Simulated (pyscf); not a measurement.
Structures and frequencies: ωB97X-D3(BJ)/def2-SVP in PySCF. Correlated levels are frozen-core, on RHF or UHF. ΔMP2 is the change of the MP2 total energy from the triple- to the quadruple-zeta basis.

What is the homolytic dissociation enthalpy (298 K, CCSD(T)/def2-TZVPP + ΔMP2(QZVPP)) of the P–P bond of `[SiH3][O][PH][PH2]`, to H₃Si–O–PH• + PH₂•?

P–P to H₃Si–O–PH• + PH₂•: 2.34 eV. Other isomers of H₃Si–O–PH• were not searched in full and may lie lower. The CCSD(T) − MP2 part came from Ansatz, without density fitting, on the same reference.
